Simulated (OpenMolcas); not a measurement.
# OpenMolcas input wanted

The species is BOF (3 atoms), meant as a singlet with charge 0. SMILES: `O=BF`. The shape is that of a PBE0-D4/def2-TZVP optimisation.

```xyz
3

O     0.9831   -0.5651    0.4799
B     0.0203   -0.0116    0.0099
F    -1.0034    0.5768   -0.4898
```

Settings wanted:

* method: DFT
* reference: RKS
* relativity: none
* basis set: STO-3G
* task: energy
* functional: B3LYP
* nucleus: point
* integration grid: UltraFine
* SCF convergence threshold: 1e-10

Q: Give an OpenMolcas 26.06 job that does this.

A: This one ran through:

calc.inp:
```
>>> EXPORT MOLCAS_PRINT=2

&GATEWAY
 BasLib = $CurrDir
 Coord
 3
 angstrom
 O        0.983100      -0.565100       0.479900
 B        0.020300      -0.011600       0.009900
 F       -1.003400       0.576800      -0.489800
 Basis = STO-3G
 Group = NoSym

&SEWARD
 GridInput
 Grid=UltraFine
 End of Grid

&SCF
 KSDFT = B3LYP
 Thresholds = 1e-10 1e-07 1e-07 1e-05
 PrOrbitals = 1 1
```

```bash
$ export MOLCAS_MEM=1860
$ pymolcas calc.inp > calc.log
```

(Basis files named in the input come from the Basis Set Exchange and aren't shown.)

Calculated total energy: -197.18562 Eh.
